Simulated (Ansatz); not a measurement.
# SeBr⁺, triplet in cc-pVDZ: errors against UCCSDT(Q)

Geometry: that of the SeBr⁺, singlet, kept fixed.

```
atom   x (Å)   y (Å)   z (Å)
  Se  0.0000  0.0000  0.0000
  Br  0.0000  0.0000  2.1646
```

Basis cc-pVDZ; Ansatz 0.2.0. Only valence electrons are correlated (noble-gas cores and the filled d shells of p-block atoms frozen), which leaves 12 electrons in 26 orbitals. Prefix R: restricted or restricted open-shell reference; prefix U: unrestricted. Active spaces: valence = (12e, 8o) chosen from the atoms' valence shells. No spin–orbit coupling is included, and no scalar relativity.

Full CI isn't at hand for all of this; UCCSDT(Q) serves as the reference, and is uncertain by about the last step of the cluster series. The frozen core follows each run's orbitals, which can shift R against U totals by a few meV for light atoms and by up to 0.1 eV past Ca.

```
UHF ⟨S²⟩                          : 2.019
T1 diagnostic (RCCSD)             : 0.0388
largest doubles amplitude (RCCSD) : 0.082
T1 diagnostic (UCCSD)             : 0.0338
```

```json
{"level": "UHF", "E − E(UCCSDT(Q)) (kJ/mol)": "599.7", "wall time": "–"}
{"level": "UMP2", "E − E(UCCSDT(Q)) (kJ/mol)": "89.4", "wall time": "–"}
{"level": "UCCSD", "E − E(UCCSDT(Q)) (kJ/mol)": "23.5", "wall time": "–"}
{"level": "UCCSD(T)", "E − E(UCCSDT(Q)) (kJ/mol)": "4.5", "wall time": "6.5 s"}
{"level": "UCCSDT", "E − E(UCCSDT(Q)) (kJ/mol)": "1.8", "wall time": "–"}
```

Run but not shown, since their state, orbitals or frozen core can't be matched to the reference's or they repeat it: RHF, RMP2, CISD, RCCSD, RCCSD(T), BCCD(T), RCCSDT, RCCSDT(Q), CASSCF (valence space), NEVPT2 (valence space), MRCISD (valence space), MRCISD+Q (valence space).

Times hold each run's SCF and search for its determinant on a shared host, so for small cases they say little of a method's own cost; they ran on 1 thread of Arm Neoverse V1. Some runs computed forces too.

Natural occupations of CASSCF (valence space) about the gap: 1.979 1.979 1.953 1.020 1.020 0.053; effectively unpaired electrons, Σ n²(2−n)², 2.02.
